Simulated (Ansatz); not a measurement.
**Nudged elastic band run: CH5FSi**

Input file:

```yaml
crystal:
  periodic: [false, false, false]
  atoms:
    - { symbol: Si, position_ang: [0.389708, 0.003361, 0.047823] }
    - { symbol: C, position_ang: [0.866046, -0.004436, 1.856761] }
    - { symbol: H, position_ang: [-0.01116, -0.12115, 2.502606] }
    - { symbol: H, position_ang: [1.547934, -0.839357, 2.062218] }
    - { symbol: H, position_ang: [1.375834, 0.923206, 2.139635] }
    - { symbol: H, position_ang: [1.593735, 0.160066, -0.81202] }
    - { symbol: F, position_ang: [-0.60834, 1.240144, -0.25867] }
    - { symbol: H, position_ang: [-0.312357, -1.255834, -0.319552] }
basis:
  gaussian: { orbitals: "6-31G*" }
hamiltonian:
  xc: b3lyp
neb:
  order_check: false
  images: 5
  f_tol: 0.05
  max_iterations: 60
  final_atoms:
    - { symbol: Si, position_ang: [-0.21918541, 0.14997452, -1.16901207] }
    - { symbol: C, position_ang: [1.39132881, -0.05709125, 1.84956229] }
    - { symbol: H, position_ang: [0.41313317, -0.53966869, 1.92436616] }
    - { symbol: H, position_ang: [2.05404016, -0.46671955, 2.61647851] }
    - { symbol: H, position_ang: [1.27888673, 1.02018311, 1.99144612] }
    - { symbol: H, position_ang: [1.83914751, -0.25083963, 0.86736187] }
    - { symbol: F, position_ang: [-0.90877169, 1.30546294, -0.25783079] }
    - { symbol: H, position_ang: [-1.00717929, -1.05530144, -0.6035711] }
  initial_path:
    images:
      - { positions_ang: [[0.389708, 0.003361, 0.047823], [0.866046, -0.004436, 1.856761], [-0.01116, -0.12115, 2.502606], [1.547934, -0.839357, 2.062218], [1.375834, 0.923206, 2.139635], [1.593735, 0.160066, -0.81202], [-0.60834, 1.240144, -0.25867], [-0.312357, -1.255834, -0.319552]] }
      - { positions_ang: [[0.26221678, 0.00410927, 0.03025719], [0.96177037, -0.00464829, 1.81079311], [0.04250233, -0.18512954, 2.36172882], [1.6705747, -0.79954241, 2.07227739], [1.37890434, 0.95312329, 2.124975], [1.61043879, 0.10667187, -0.45026], [-0.65016363, 1.26255483, -0.35067943], [-0.43484367, -1.23113903, -0.38029108]] }
      - { positions_ang: [[0.13472556, 0.00485755, 0.01269138], [1.05749474, -0.00486058, 1.76482522], [0.09616465, -0.24910908, 2.22085164], [1.79321541, -0.75972782, 2.08233679], [1.38197468, 0.98304059, 2.110315], [1.62714257, 0.05327774, -0.08849999], [-0.69198727, 1.28496566, -0.44268886], [-0.55733034, -1.20644406, -0.44103016]] }
      - { positions_ang: [[0.00723433, 0.00560582, -0.00487443], [1.15321911, -0.00507286, 1.71885732], [0.14982698, -0.31308862, 2.07997446], [1.91585611, -0.71991323, 2.09239618], [1.38504502, 1.01295788, 2.095655], [1.64384636, -0.00011639, 0.27326001], [-0.7338109, 1.30737649, -0.53469829], [-0.67981701, -1.18174909, -0.50176924]] }
      - { positions_ang: [[-0.06823891, 0.05372872, -0.39292031], [1.23258901, -0.02241233, 1.76242565], [0.23759571, -0.38861531, 2.02810502], [1.96191746, -0.63551534, 2.26709029], [1.34965893, 1.01536629, 2.06091871], [1.70894674, -0.08369081, 0.47129397], [-0.79213116, 1.30673864, -0.44240913], [-0.78893777, -1.13959987, -0.5357032]] }
      - { positions_ang: [[-0.14371216, 0.10185162, -0.78096619], [1.31195891, -0.03975179, 1.80599397], [0.32536444, -0.464142, 1.97623559], [2.00797881, -0.55111744, 2.4417844], [1.31427283, 1.0177747, 2.02618241], [1.77404713, -0.16726522, 0.66932792], [-0.85045143, 1.30610079, -0.35011996], [-0.89805853, -1.09745066, -0.56963715]] }
      - { positions_ang: [[-0.21918541, 0.14997452, -1.16901207], [1.39132881, -0.05709125, 1.84956229], [0.41313317, -0.53966869, 1.92436616], [2.05404016, -0.46671955, 2.61647851], [1.27888673, 1.02018311, 1.99144612], [1.83914751, -0.25083963, 0.86736187], [-0.90877169, 1.30546294, -0.25783079], [-1.00717929, -1.05530144, -0.6035711]] }
```

Run as:

```bash
$ ansatz run input.yaml --threads 1 --pin off --max-ram 2048MiB --backend cpu --events-out ev --progress --plain --runs-dir out
```

Output, in part (warnings, iteration lines, the closing report on the highest movable image, with atoms numbered from 0):

```
NEB end point (image 0): max|allowed force component| = 2.529e-2 eV/Å (the criterion of neb.relax_end_points is 1.000e-2)
NEB end point (image 6): max|allowed force component| = 1.261e-2 eV/Å (the criterion of neb.relax_end_points is 1.000e-2)
NEB iter   1: max|band force component| = 9.417e0 eV/Å  barrier→ = 5.3446 eV  barrier← = 3.4818 eV  Δτ_max = 0.1994 Å  (167 SCF iters)
NEB iter   2: max|band force component| = 4.794e0 eV/Å  barrier→ = 3.6361 eV  barrier← = 1.7733 eV  Δτ_max = 0.1989 Å  (138 SCF iters)
NEB iter   3: max|band force component| = 2.629e0 eV/Å  barrier→ = 3.6925 eV  barrier← = 1.8296 eV  Δτ_max = 0.2000 Å  (133 SCF iters)
NEB iter   4: max|band force component| = 1.969e0 eV/Å  barrier→ = 3.5649 eV  barrier← = 1.7021 eV  Δτ_max = 0.1613 Å  (136 SCF iters)
NEB iter   5: max|band force component| = 9.598e-1 eV/Å  barrier→ = 3.1076 eV  barrier← = 1.2448 eV  Δτ_max = 0.1919 Å  (132 SCF iters)
NEB iter   6: max|band force component| = 1.305e0 eV/Å  barrier→ = 3.1991 eV  barrier← = 1.3363 eV  Δτ_max = 0.0957 Å  (129 SCF iters)
NEB iter   7: max|band force component| = 7.394e-1 eV/Å  barrier→ = 3.2765 eV  barrier← = 1.4137 eV  Δτ_max = 0.0952 Å  (130 SCF iters)
NEB iter   8: max|band force component| = 5.540e-1 eV/Å  barrier→ = 3.3338 eV  barrier← = 1.4710 eV  Δτ_max = 0.0955 Å  (129 SCF iters)
NEB iter   9: max|band force component| = 7.879e-1 eV/Å  barrier→ = 3.3529 eV  barrier← = 1.4901 eV  CI = image 2  Δτ_max = 0.1899 Å  (130 SCF iters)
NEB iter  10: max|band force component| = 3.044e-1 eV/Å  barrier→ = 3.4042 eV  barrier← = 1.5413 eV  CI = image 2  Δτ_max = 0.1664 Å  (130 SCF iters)
NEB iter  11: max|band force component| = 2.717e-1 eV/Å  barrier→ = 3.3993 eV  barrier← = 1.5365 eV  CI = image 2  Δτ_max = 0.0765 Å  (128 SCF iters)
NEB iter  12: max|band force component| = 2.549e-1 eV/Å  barrier→ = 3.3981 eV  barrier← = 1.5353 eV  CI = image 2  Δτ_max = 0.0339 Å  (125 SCF iters)
NEB iter  13: max|band force component| = 1.331e-1 eV/Å  barrier→ = 3.3980 eV  barrier← = 1.5352 eV  CI = image 2  Δτ_max = 0.0259 Å  (122 SCF iters)
NEB iter  14: max|band force component| = 3.917e-2 eV/Å  barrier→ = 3.3980 eV  barrier← = 1.5351 eV  CI = image 2  Δτ_max = 0.0000 Å  (242 SCF iters)
Total energy: -11711.46514298 eV, -430.3884056884 hartree
Atom 0 at     0.260275     0.041923    -0.440090 Å, force    -0.005199     0.003458     0.000010 eV/Å
Atom 1 at     1.029812    -0.016805     1.689913 Å, force    -0.001191     0.000611     0.000143 eV/Å
Atom 2 at     0.048261     0.178803     2.130006 Å, force    -0.000900     0.000449    -0.000130 eV/Å
Atom 3 at     1.380756    -1.027456     1.900450 Å, force     0.000659    -0.000676     0.002140 eV/Å
Atom 4 at     1.741249     0.731823     2.045277 Å, force     0.002541    -0.001143    -0.000392 eV/Å
Atom 5 at     1.566319     0.398365     0.206872 Å, force    -0.000413     0.002363     0.000227 eV/Å
Atom 6 at    -0.937403     1.115076    -0.194127 Å, force     0.004934    -0.004558    -0.000794 eV/Å
Atom 7 at    -0.247869    -1.315729    -0.119501 Å, force    -0.000430    -0.000504    -0.001205 eV/Å
Dipole moment:     0.229656    -0.175789     0.206519 e Å
```

The forces met the threshold. A structure lower than the last end lies on the path between it and the top, so the climb from that side starts below the end, which may itself be a saddle point or a shallow side well. Neighbouring images differ by up to 2.8 eV, so the band resolves the path poorly. A vibrational analysis at the climbing image gives one clearly imaginary mode, 1255i cm⁻¹: a first-order saddle point. The orbitals stay closed-shell, which can raise the energy where a bond breaks towards radicals; this wasn't checked here.

Final band (atoms are numbered from 1 in the order of the input):

| image | path coordinate (Å) | energy (eV) | Si1–C2 (Å) | Si1–H6 (Å) | C2–H6 (Å) |
| --- | --- | --- | --- | --- | --- |
| 0 | 0.00 | 0.00 | 1.87 | 1.49 | 2.77 |
| 1 | 0.83 | 0.58 | 1.86 | 1.45 | 2.32 |
| 2 | 1.66 | 3.40 | 2.27 | 1.50 | 1.63 |
| 3 | 2.53 | 1.94 | 2.89 | 2.14 | 1.11 |
| 4 | 3.39 | 1.85 | 3.37 | 2.83 | 1.10 |
| 5 | 4.26 | 1.86 | 3.45 | 2.94 | 1.10 |
| 6 | 5.13 | 1.86 | 3.43 | 2.92 | 1.10 |

Run time: 2.2 min on 1 thread of Arm Neoverse V1 (shared host), peak memory 0.11 GiB.
